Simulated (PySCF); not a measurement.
Start geometry of `CP(C)(C)=O` from GFN2-xTB (Å):
```
atom  x, y, z in Å
C1     1.6540    0.0755   -0.4049
P2     0.0969   -0.2038    0.5516
C3    -0.9073   -1.3594   -0.4754
C4    -0.7815    1.3899    0.5017
O5     0.3525   -0.6952    1.9043
H6     1.4215    0.4634   -1.4146
H7     2.2403    0.8309    0.1311
H8     2.2048   -0.8277   -0.4591
H9    -1.8374   -1.5195    0.0586
H10   -1.0650   -0.9776   -1.4572
H11   -0.3596   -2.3053   -0.5088
H12   -0.9808    1.7312   -0.5033
H13   -0.2643    2.1371    1.0456
H14   -1.7814    1.2455    1.0227
```

Question: What comes out of this run: PBE0-D3(BJ)/def2-SVP geometry optimisation, gas phase in PySCF 2.14.0?

Answer: 
```
atom  x, y, z in Å
C1     1.5283    0.5970   -0.2947
P2     0.1405   -0.2230    0.5477
C3    -0.4359   -1.4841   -0.6294
C4    -1.1838    1.0233    0.5706
O5     0.4895   -0.7656    1.8980
H6     1.2397    1.0186   -1.2688
H7     1.8997    1.4011    0.3574
H8     2.3391   -0.1336   -0.4337
H9    -1.3539   -1.9437   -0.2355
H10   -0.6322   -1.0666   -1.6283
H11    0.3341   -2.2661   -0.7035
H12   -1.4403    1.3780   -0.4387
H13   -0.8566    1.8740    1.1872
H14   -2.0726    0.5784    1.0410
```

The energy falls by 0.191 eV over 7 energy and gradient evaluations, the largest force component goes from 0.0444 to 3.9e-04 Eh/bohr, and the atoms move by 0.046 Å rms after alignment. Among the bonds, C1–H8 and C4–H13 change most and about equally (+0.041 Å). Bonds longer at the end by more than 0.005 Å: 7 of 13; shorter: 4. Among the angles that change most is P2–C4–H13, from 111.6° to 108.7°. Rotational constants go from 3748, 3722, 3481 to 3714, 3709, 3567 MHz. The orientation of the end geometry is arbitrary; only internal coordinates are fixed.

The run used 119 basis functions and 45 SCF cycles in all. The run took 36 s of wall time on an Arm Neoverse V1 with one thread, shared host with 32 logical CPUs at a one-minute load of 12, and the process peaked at 0.49 GiB of memory.

No PBE0-D3(BJ)/def2-SVP frequencies stand behind this structure, so it isn't proved a minimum.
